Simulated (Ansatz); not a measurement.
A made-up structure of CH2NS, doublet:

```xyz
5
angstrom
N 0.1934 0.0544 0.1727
C -0.5739 -0.5859 -0.5988
S 1.4954 -0.6613 1.1162
H -1.2744 0.0680 -1.0519
H 0.1557 1.0591 0.3451
```

It is relaxed with PBE-D4/def2-SVP and then PBE0-D4/def2-TZVP (Ansatz 0.2.0). Atoms count as bonded within 1.22 times the sum of their covalent radii (H–H: 0.88 Å). The end point is not checked to be a true minimum.

**Question.** Does its bonding change? (A judgement: the text doesn't fix the answer.)

**Answer.** Computed: No: no bond forms or breaks.

Where it ends: The first stage lowers the energy by 0.27 eV in 7 steps. It ends as CH₂NS ([CH][NH][S]):
N1  (0.263, 0.052, 0.230)
C2  (-0.570, -0.473, -0.574)
S3  (1.495, -0.679, 1.113)
H4  (-1.370, -0.028, -1.151)
H5  (0.178, 1.063, 0.366)
(Å)

Labels in which every atom is bracketed show which atoms are joined, not bond orders.

For scale, one of the runs: PBE0-D4/def2-TZVP relaxation, 111 basis functions, launched by `ansatz run in.yaml --threads 2 --pin off --events-out ev --progress --plain --max-ram 4352MiB`. The run took about 91 s on 2 CPU threads of an Intel Xeon (shared host).
